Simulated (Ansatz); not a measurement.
System: hcp Hf. Method: PBE (Ansatz, a program for electronic structure, PAW).

Run with plane-wave cutoff 520 eV, 16×16×10 k mesh (along the axes of the cell as run), Fermi–Dirac smearing 0.1 eV, perturbation theory, force constants from a 4×4×2 q mesh, scalar-relativistic PAW data made under PBE.

Computed at the level's own relaxed cell.

Harmonic phonon frequencies (cm⁻¹; i marks an imaginary mode):

```csv
q point,frequencies
Γ,0 0 0 78 78 102
A,55 55 55 55 106 106
```

No imaginary mode appears at these points.
